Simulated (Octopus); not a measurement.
# SiHF (SMILES F[SiH]): a chain of runs, part 2 of 2

Octopus 16.4. The steps go on from the part before.

## (3) The polarisability at PZ81 LDA (scalar, in the pseudopotentials, pseudodojo_pbe potentials, box margin 6.00002 angstrom, extra states 0, frequencies ev (0) eV, grid spacing 0.150022 angstrom) (run 2)

geometry.xyz

```xyz
3

F     -1.086533     0.046000    -0.597900
Si     0.190467     0.651000     0.178200
H      0.896067    -0.697000     0.419700
```

Command:

```console
$ OMP_NUM_THREADS=1 octopus > em_resp.log
```

The log of the run:

```text
Version                : 16.4
************************** Calculation Mode **************************
Input: [CalculationMode = em_resp]
Input: [SpinComponents = unpolarized]
******************************* Space ********************************
Octopus will run in 3 dimension(s).
Octopus will treat the system as periodic in 0 dimension(s).
Input: [AllElectronType = no]
Input: [PseudopotentialSet = pseudodojo_pbe]
Reading Coordinates from geometry.xyz
****************************** Species *******************************
  Species 'F'
    type             : pseudopotential
    file format      : UPF2
    valence charge   : 7.0
    atomic number    :   9
    form on file     : kleinman-bylander
    lmax             : 2
    llocal           : -1
    projectors per l : 2
    total projectors : 6
    application form : kleinman-bylander
    orbitals         :  4
    bound orbitals   :  4
  Species 'Si'
    type             : pseudopotential
    file format      : UPF2
    valence charge   : 4.0
    atomic number    :  14
    form on file     : kleinman-bylander
    lmax             : 2
    llocal           : -1
    projectors per l : 2
    total projectors : 6
    application form : kleinman-bylander
    orbitals         :  4
    bound orbitals   :  4
  Species 'H'
    type             : pseudopotential
    file format      : UPF2
    valence charge   : 1.0
    atomic number    :   1
    form on file     : kleinman-bylander
    lmax             : 1
    llocal           : -1
    projectors per l : 2
    total projectors : 4
    application form : kleinman-bylander
    orbitals         :  1
    bound orbitals   :  1
***************************** Symmetries *****************************
Symmetry elements : (sigma)
Symmetry group    : Cs
Input: [CurvMethod = curv_affine]
Input: [DerivativesStencil = stencil_star]
Input: [SmearingFunction = semiconducting]
Input: [SymmetrizeDensity = no]
******************************* States *******************************
Total electronic charge  =       12.000
Number of states         =        6
States block-size        =        4
************************** Parallelization ***************************
Info: Octopus will run in *serial*
******************************** Grid ********************************
Simulation Box:
  Type = minimum
  Radius  [A] =   6.000
Main mesh:
  Spacing [A] = ( 0.150, 0.150, 0.150)    volume/point [A^3] =      0.00338
  # inner mesh =     363601
  # total mesh =     455600
  Grid Cutoff [eV] =  1670.760704    Grid Cutoff [Ry] =   122.798658
Input: [StatesPack = yes]
** Warning:
**   The XCFunctional that you selected does not match the one used
**   to generate the pseudopotentials.
Input: [StatesOrthogonalization = cholesky_serial]
**************************** Theory Level ****************************
Input: [TheoryLevel = kohn_sham]
Exchange-correlation:
  Exchange
    Slater exchange (LDA)
  Correlation
    Perdew & Zunger (Modified) (LDA)
****************************** Hartree *******************************
Input: [DressedOrbitals = no]
The chosen Poisson solver is 'interpolating scaling functions'
Input: [FilterPotentials = filter_TS]
Info: Pseudopotential for F
  Radii for localized parts:
    local part     =  1.2 A
    non-local part =  1.2 A
    orbitals       =  3.5 A
Info: Pseudopotential for Si
  Radii for localized parts:
    local part     =  1.2 A
    non-local part =  1.5 A
    orbitals       =  5.8 A
Info: Pseudopotential for H
  Radii for localized parts:
    local part     =  1.0 A
    non-local part =  0.8 A
    orbitals       =  4.6 A
Input: [RelativisticCorrection = non_relativistic]
Input: [DFTULevel = dft_u_none]
Input: [MagneticConstrain = 0]
****************** Approximate memory requirements *******************
Mesh
  global  :       3.5 MiB
  local   :      13.9 MiB
  total   :      17.4 MiB
States
  real    :      20.9 MiB (par_kpoints + par_states + par_domains)
  complex :      41.7 MiB (par_kpoints + par_states + par_domains)
Info: Generating external potential
      done.
Input: [InteractionTiming = timing_exact]
Info: Octopus initialization completed.
Info: Starting calculation mode.
Input: [EMPerturbationType = electric]
[... 7 lines left out ...]
** Warning:
[... 11 lines left out ...]
** Warning:
[... 9 lines left out ...]
** Warning:
[... 1 line left out ...]
** Warning:
[... 1 line left out ...]
** Warning:
[... 168 lines left out ...]
Info: SCF for response converged in   15 iterations.
[... 157 lines left out ...]
Info: SCF for response converged in   14 iterations.
[... 45 lines left out ...]
SCF Residual:     0.124975E+00 (abs),     0.104146E-01 (rel)
--------------------------------------------
LR SCF Iteration:   5
Frequency:             0.000000 Eta :             0.000000
   ik  ist                norm   iters            residual
    1    1            0.107139      22        0.184675E-04
    1    2            0.773132      22        0.288654E-03
    1    3            0.799862      22        0.825047E-03
    1    4            1.112129      22        0.117030E-02
    1    5            1.815216      27        0.544399E-03
    1    6            3.916276      27        0.123251E-02
SCF Residual:     0.382785E-01 (abs),     0.318988E-02 (rel)
--------------------------------------------
LR SCF Iteration:   6
Frequency:             0.000000 Eta :             0.000000
   ik  ist                norm   iters            residual
    1    1            0.106587      15        0.574919E-04
    1    2            0.773844      15        0.381296E-03
    1    3            0.800330      15        0.253473E-03
    1    4            1.111870      15        0.165799E-03
    1    5            1.820741      45        0.354534E-04
    1    6            3.934897      45        0.366072E-03
SCF Residual:     0.933348E-02 (abs),     0.777790E-03 (rel)
--------------------------------------------
LR SCF Iteration:   7
Frequency:             0.000000 Eta :             0.000000
   ik  ist                norm   iters            residual
    1    1            0.106668      16        0.627085E-05
    1    2            0.772843      16        0.866720E-04
    1    3            0.800034      16        0.854562E-04
    1    4            1.111311      16        0.772470E-04
    1    5            1.818105      48        0.870086E-05
    1    6            3.928890      48        0.883492E-04
SCF Residual:     0.500676E-02 (abs),     0.417230E-03 (rel)
--------------------------------------------
LR SCF Iteration:   8
Frequency:             0.000000 Eta :             0.000000
   ik  ist                norm   iters            residual
    1    1            0.106626      16        0.345637E-05
    1    2            0.772583      16        0.418868E-04
    1    3            0.800001      16        0.343930E-04
    1    4            1.111283      16        0.224963E-04
    1    5            1.817462      44        0.314582E-05
    1    6            3.926472      44        0.490441E-04
SCF Residual:     0.230113E-02 (abs),     0.191761E-03 (rel)
--------------------------------------------
LR SCF Iteration:   9
Frequency:             0.000000 Eta :             0.000000
   ik  ist                norm   iters            residual
    1    1            0.106622      17        0.168195E-05
    1    2            0.772957      17        0.218503E-04
    1    3            0.800198      17        0.204696E-04
    1    4            1.111531      17        0.205923E-04
    1    5            1.817968      36        0.278147E-05
    1    6            3.927858      36        0.221891E-04
SCF Residual:     0.562275E-03 (abs),     0.468562E-04 (rel)
--------------------------------------------
LR SCF Iteration:  10
Frequency:             0.000000 Eta :             0.000000
   ik  ist                norm   iters            residual
    1    1            0.106624      16        0.527929E-06
    1    2            0.772898      16        0.526282E-05
    1    3            0.800170      16        0.347749E-05
    1    4            1.111525      16        0.308891E-05
    1    5            1.817852      34        0.936146E-06
    1    6            3.927668      34        0.531785E-05
SCF Residual:     0.298145E-03 (abs),     0.248454E-04 (rel)
--------------------------------------------
LR SCF Iteration:  11
Frequency:             0.000000 Eta :             0.000000
   ik  ist                norm   iters            residual
    1    1            0.106625      18        0.249663E-06
    1    2            0.772861      18        0.214847E-05
    1    3            0.800145      18        0.264016E-05
    1    4            1.111511      18        0.159969E-05
    1    5            1.817815      26        0.169183E-05
    1    6            3.927675      26        0.297967E-05
SCF Residual:     0.111348E-03 (abs),     0.927898E-05 (rel)
--------------------------------------------
LR SCF Iteration:  12
Frequency:             0.000000 Eta :             0.000000
   ik  ist                norm   iters            residual
    1    1            0.106624      18        0.151672E-06
    1    2            0.772850      18        0.773363E-06
    1    3            0.800136      18        0.102663E-05
    1    4            1.111503      18        0.101891E-05
    1    5            1.817806      27        0.686086E-06
    1    6            3.927692      27        0.105606E-05
SCF Residual:     0.341451E-04 (abs),     0.284542E-05 (rel)
--------------------------------------------
LR SCF Iteration:  13
Frequency:             0.000000 Eta :             0.000000
   ik  ist                norm   iters            residual
    1    1            0.106623      10        0.274162E-06
    1    2            0.772848      10        0.856555E-06
    1    3            0.800135      10        0.957084E-06
    1    4            1.111502      10        0.678148E-06
    1    5            1.817803      13        0.638888E-06
    1    6            3.927693      13        0.980487E-06
SCF Residual:     0.194553E-04 (abs),     0.162127E-05 (rel)
--------------------------------------------
LR SCF Iteration:  14
Frequency:             0.000000 Eta :             0.000000
   ik  ist                norm   iters            residual
    1    1            0.106623       7        0.512743E-06
    1    2            0.772848       7        0.892057E-06
    1    3            0.800135       7        0.936737E-06
    1    4            1.111502       7        0.755217E-06
    1    5            1.817802      10        0.537091E-06
    1    6            3.927695      10        0.995030E-06
SCF Residual:     0.393625E-05 (abs),     0.328021E-06 (rel)
--------------------------------------------
Info: SCF for response converged in   14 iterations.
      Total Hamiltonian applications:    2020
Info: Calculating polarizabilities.
Octopus emitted 4 warnings.
Octopus used 2 experimental features:
  Since you used one or more experimental features, results are likely
  wrong and should not  be considered as valid scientific data.  Check
  or contact the octopus developers for details.
```

Wall time 65 s (1 thread of Intel Xeon 6975P-C (Granite Rapids), shared host); peak memory 0.39 GiB.

## (4) Results

This closing draws on all 2 parts.

| quantity | value |
| --- | --- |
| run 1, PZ81 LDA: total energy | -29.29968 Eh |
| run 1, PZ81 LDA: dipole moment | 0.90 D |
| run 1, PZ81 LDA: HOMO energy | -5.91 eV |
| run 1, PZ81 LDA: largest force on an atom | 0.525 eV/Å |
| run 2, PZ81 LDA: mean static polarisability | 34.6 bohr³ |

The largest force (run 1, PZ81 LDA) is 0.52 eV/Å: the shape isn't a stationary point for this species at this level.
